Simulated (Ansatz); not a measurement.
Ansatz input

```yaml
crystal:
  lattice:
    - [3.6733216439, 0.0, 0.0]
    - [-1.8366608219, 3.1811898599, 0.0]
    - [0.0, 0.0, 5.895566178]
  atoms:
    - { symbol: Tb, position: [0.3333333333, 0.6666666667, 0.25], spin: 5.939, spin_axis: [0, 0, 1] }
    - { symbol: Tb, position: [0.6666666667, 0.3333333333, 0.75], spin: -5.939, spin_axis: [0, 0, 1] }
hamiltonian:
  xc: rpbe
  pseudopotentials:
    kind: paw_fr
    azcp:
      Tb: "pseudopotentials/Tb.paw.azcp"
basis:
  ecutwfc: 420
  fft_grid_basis: typed
kpoints:
  mp_grid: { grid: [10, 10, 6], shift: [0, 0, 0] }
magnetization:
  noncollinear: true
  spin_orbit: true
scf:
  occupations: { method: fermi_dirac, width: 0.05 }
```

Output

```
band count auto-derived: 60 (N_el = 38.0; filled up to band 38; 46 by the electrons, moments and atoms)
Engine: ansatz 0.2.0, x86_64-unknown-linux-gnu
Pseudopotentials: kind: paw_fr
Pseudopotential: Tb, paw_fr, valence charge 19, recommended cutoff 420 eV (normal) 
Functional definition: RPBE
  parameter kappa = 0.804
  parameter beta = 0.06672455060314922
  exchange = rpbe_x(kappa = kappa, mu = beta*pi^2/3)
  correlation = pbe_c(beta = beta)
Crystal: 2 atoms, lattice volume = 68.893 Å³
Basis set: ecut = 420 eV, 1339 PW (Γ)
Bands: 60, of which v1, the nominal top of the filled ones, is band 38 counted from 1 (37 counted from 0)
Symmetry: 12 space group operations + 12 with time reversal
Magnetic group: BNS 194.266 (UNI 1496), of the structure as read, at distance tolerance 4.1e-5 Å
k-points: 88 of 600
Projection manifold: j_resolved (fully-relativistic pseudo-atomic orbitals)
Non-local potential: Tb, projectors of the file, l = 0: 3, l = 1: 4, l = 2: 4, l = 3: 6
PAW form: soft (Blöchl's): semilocal exchange-correlation on the pseudo side does not see the compensation charge
PAW frozen core: Tb, regenerated for the run's functional, and the local potential with it (the file was generated under x = pbe(κ = 0.804, μ = 0.2195149727645171), c = pbe(β = 0.06672455060314922))
PAW one-centre angular grid: Tb, 590 points (default); XC on its mesh's 2845 points in the sphere
Initial density: superposition of atomic densities (chi_scale 0.1, normalization cell)
Starting moments: Σ|m| = 11.878 μB on 2 of 2 sites
Initial wavefunctions: pseudopotential atomic-orbital guess
Functional: x = rpbe, c = pbe(β = 0.06672455060314922)
SCF iter   1: F=—  HF=-19929.415842 eV  |F-HF|=—  |Δ(HF+E_count)|=         —  Δρ=3.85e-1  dr2=3.31e-1  dr2_m=2.34e1  ethr=3.10e-3  |M|=1.45e-15 ∫|m|=1.19e1 μB  |m|>n=0.0e0 m-floor=5.8e-3 τ_xc=6.5e-33  β_m=0.30  ⟨swp⟩=7.3  Hψ=27673  notcnv=0
Mixer restart at iter 1: flushing history
spin=Noncollinear: Kerker preconditioning applied to the charge; magnetization (m_x, m_y, m_z) channels mix plain (no charge-response kernel on spin).
SCF iter   2: F=—  HF=-19930.397654 eV  |F-HF|=—  |Δ(HF+E_count)|=   9.82e-1  Δρ=2.84e-1  dr2=1.33e-1  dr2_m=1.27e1  ethr=8.70e-4  |M|=1.64e-15 ∫|m|=1.20e1 μB  |m|>n=0.0e0 m-floor=8.0e-5 τ_xc=4.3e-19  β_m=0.65  ⟨swp⟩=3.1  Hψ=10310  notcnv=0  defer=116
SCF iter   3: F=—  HF=-19934.502676 eV  |F-HF|=—  |Δ(HF+E_count)|=    4.11e0  Δρ=3.17e-2  dr2=5.91e-1  dr2_m=1.02e-2  ethr=3.49e-4  |M|=1.23e-15 ∫|m|=1.21e1 μB  |m|>n=0.0e0 m-floor=8.0e-5 τ_xc=5.9e-19  β_m=0.51  ⟨swp⟩=5.9  Hψ=14784  notcnv=0  defer=118
...
SCF iter 390: F=—  HF=-19932.119330 eV  |F-HF|=—  |Δ(HF+E_count)|=   1.72e-3  Δρ=1.93e-5  dr2=2.21e-7  dr2_m=1.37e-7  ethr=3.25e-11  |M|=8.06e-16 ∫|m|=1.26e1 μB  |m|>n=0.0e0 m-floor=8.0e-5 τ_xc=7.1e-17  β_m=0.19  ⟨swp⟩=4.9  Hψ=13478  notcnv=0  defer=2
SCF iter 391: F=—  HF=-19932.120029 eV  |F-HF|=—  |Δ(HF+E_count)|=   6.99e-4  Δρ=1.02e-5  dr2=5.16e-8  dr2_m=3.82e-8  ethr=3.25e-11  |M|=6.51e-17 ∫|m|=1.26e1 μB  |m|>n=0.0e0 m-floor=8.0e-5 τ_xc=7.2e-17  β_m=0.16  ⟨swp⟩=3.8  Hψ=22732  notcnv=0
SCF iter 392: F=—  HF=-19932.119089 eV  |F-HF|=—  |Δ(HF+E_count)|=   9.40e-4  Δρ=1.61e-5  dr2=1.42e-7  dr2_m=7.02e-8  ethr=3.25e-11  |M|=9.97e-16 ∫|m|=1.26e1 μB  |m|>n=0.0e0 m-floor=8.0e-5 τ_xc=7.2e-17  β_m=0.32  ⟨swp⟩=4.2  Hψ=10556  notcnv=0  recentre
SCF iter 393: F=—  HF=-19932.119760 eV  |F-HF|=—  |Δ(HF+E_count)|=   6.71e-4  Δρ=9.20e-6  dr2=3.02e-8  dr2_m=3.72e-8  ethr=3.25e-11  |M|=2.68e-15 ∫|m|=1.26e1 μB  |m|>n=0.0e0 m-floor=8.0e-5 τ_xc=7.1e-17  β_m=0.34  ⟨swp⟩=3.2  Hψ=18820  notcnv=0
SCF iter 394: F=—  HF=-19932.134987 eV  |F-HF|=—  |Δ(HF+E_count)|=   1.52e-2  Δρ=3.27e-4  dr2=6.25e-5  dr2_m=5.03e-5  ethr=3.25e-11  |M|=4.97e-16 ∫|m|=1.26e1 μB  |m|>n=0.0e0 m-floor=8.0e-5 τ_xc=7.2e-17  β_m=0.67  ⟨swp⟩=7.5  Hψ=24835  notcnv=0  recentre
SCF iter 395: F=—  HF=-19932.116206 eV  |F-HF|=—  |Δ(HF+E_count)|=   1.88e-2  Δρ=7.19e-5  dr2=3.20e-6  dr2_m=1.04e-6  ethr=3.25e-11  |M|=1.81e-16 ∫|m|=1.26e1 μB  |m|>n=0.0e0 m-floor=8.0e-5 τ_xc=7.2e-17  β_m=0.49  ⟨swp⟩=7.6  Hψ=25148  notcnv=0
SCF iter 396: F=—  HF=-19932.117366 eV  |F-HF|=—  |Δ(HF+E_count)|=   1.16e-3  Δρ=5.58e-5  dr2=1.89e-6  dr2_m=5.75e-7  ethr=3.25e-11  |M|=1.35e-15 ∫|m|=1.26e1 μB  |m|>n=0.0e0 m-floor=8.0e-5 τ_xc=7.1e-17  β_m=0.48  ⟨swp⟩=5.0  Hψ=12304  notcnv=0
SCF iter 397: F=—  HF=-19932.118204 eV  |F-HF|=—  |Δ(HF+E_count)|=   8.39e-4  Δρ=2.30e-5  dr2=3.46e-7  dr2_m=2.25e-7  ethr=3.25e-11  |M|=9.83e-16 ∫|m|=1.26e1 μB  |m|>n=0.0e0 m-floor=8.0e-5 τ_xc=7.3e-17  β_m=0.36  ⟨swp⟩=3.8  Hψ=10540  notcnv=0
SCF iter 398: F=—  HF=-19932.115054 eV  |F-HF|=—  |Δ(HF+E_count)|=   3.15e-3  Δρ=9.70e-5  dr2=5.79e-6  dr2_m=1.86e-6 (ungated)  ethr=3.25e-11  |M|=3.29e-16 ∫|m|=1.26e1 μB  |m|>n=0.0e0 m-floor=8.0e-5 τ_xc=7.1e-17  β_m=0.19  ⟨swp⟩=5.2  Hψ=24523  notcnv=0  recentre
SCF iter 399: F=—  HF=-19932.119819 eV  |F-HF|=—  |Δ(HF+E_count)|=   4.76e-3  Δρ=8.90e-6  dr2=1.51e-8  dr2_m=2.58e-8  ethr=3.25e-11  |M|=1.80e-15 ∫|m|=1.26e1 μB  |m|>n=0.0e0 m-floor=8.0e-5 τ_xc=7.3e-17  β_m=0.18  ⟨swp⟩=5.4  Hψ=25561  notcnv=0
SCF iter 400: F=—  HF=-19932.115482 eV  |F-HF|=—  |Δ(HF+E_count)|=   4.34e-3  Δρ=7.92e-5  dr2=3.95e-6  dr2_m=1.38e-6  ethr=3.25e-11  |M|=7.33e-16 ∫|m|=1.26e1 μB  |m|>n=0.0e0 m-floor=8.0e-5 τ_xc=7.2e-17  β_m=0.15  ⟨swp⟩=5.0  Hψ=25118  notcnv=0  recentre
Error: did not converge after 400 iterations: self_consistency = 1.76e-2 (threshold 1.00e-4), under the density mixer `msr1`, which `scf.mixing.algorithm: auto` chose by the deck's other keys (type `scf.mixing.algorithm: msr1` to keep it); raise `scf.max_iter`, which need not help a stalled SCF, or adjust the mixing (`scf.mixing`) or, under a smearing, its width (`scf.occupations.width`, in either direction: another width is another result); this SCF holds its density and magnetisation to the symmetry operations that it keeps, and cannot end on a state that breaks one of them: if the state sought breaks one, re-run with `crystal.symmetry.detect: false`, without `crystal.symmetry.time_reversal: true`, on a non-collinear deck whose state breaks time reversal, with `crystal.symmetry.time_reversal: false` beside it (there exact exchange or a DFT+U term alone can polarise the run; a magnetic state wants starting moments), where the deck allows it (that run may end on another state, and need not converge either); the iterations of this SCF solved its open shells (`scf.mixing.spin_hold`): under `scf.lower_state_search: off` none does, but the run then seeks no lower state either and can end higher; this SCF's setup event announced max_iter 300: the iterations of an SCF that was granted more for a minimisation of its free energy (`minimisation_begun`, or `minimisation_memory_short`) — the other mixer that `auto` picks from is left to try (`scf.mixing.algorithm: broyden`); it can need more iterations, either can converge an SCF that the other leaves open, and the two can end on different states; the input reference at `scf.mixing.algorithm` says more, and from which start to try it
```

The calculation stopped without meeting its thresholds.

With an open f shell the SCF can settle in more than one state.
